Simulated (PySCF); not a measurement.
## Ionisation of ethane

System: ethane, `CC` (C2H6). Atom numbers as in the mapped SMILES `[CH3:1][CH3:2]`.

These are calculated values, ωB97X-D3(BJ)/ma-def2-TZVP in PySCF (grid level 2) at geometries from PBE0-D3(BJ)/def2-SVP. The prefix ma- adds one diffuse s and one diffuse p function on all atoms but H. Thermal corrections: PBE0-D3(BJ)/def2-SVP frequencies, unscaled, ideal gas at 298.15 K and 1 bar, quasi-RRHO entropy.

Frontier levels of the parent: HOMO -12.12 eV, LUMO 1.41 eV.

Oxidation to the radical cation:
| Property | Result |
| --- | --- |
| Vertical ionisation energy (electronic) | 12.44 eV |
| Adiabatic ionisation energy (with zero-point energy) | 11.42 eV |
| Adiabatic, electronic part | 11.71 eV |
| Vertical gap at the product's structure | 10.70 eV |
| Inner reorganisation energy (four-point) | 1743 meV |
| Relaxation of product / of parent | 728 / 1015 meV |
| ⟨S²⟩ of the product | 0.755 |
| Largest spin populations | C2 0.22, C1 0.22, H (on C2) 0.14, H (on C1) 0.14 |
| Largest changes of atomic charge | H (on C2) 0.17, H (on C1) 0.17, H (on C1) 0.17, H (on C2) 0.17 |
| Distances that move most (Å) | C1–C2 1.519 → 1.433; C2–H 1.101 → 1.146; C1–H 1.101 → 1.146; C1–H 1.101 → 1.146 |
| Potential in acetonitrile | 8.46 V absolute, 3.91 V against Fc+/Fc computed at 4.54 V (solvation -2 → -282 kJ/mol) |

Solvents are IEF-PCM continua (electrostatics only, gas-phase structures); absolute potentials refer to an electron at rest in vacuum. Fc+/Fc in acetonitrile, 4.54 V, is ωB97X-D3(BJ)/ma-def2-TZVP on PBE0-D3(BJ)/def2-SVP structures with GFN2-xTB thermal terms. Benchmark calculations put it near 5.0 V in acetonitrile and DMSO, so it is about 0.5 V low, and the value against it can read up to that much too high.

Measured values (NIST Chemistry WebBook, evaluated or the median of agreeing entries): vertical ionisation energy 12.00 eV (computed 12.44, difference 0.44); adiabatic ionisation energy 11.52 eV (computed 11.42, difference -0.10).

Differences come from unrounded values, so a last digit can differ from that of the printed terms.
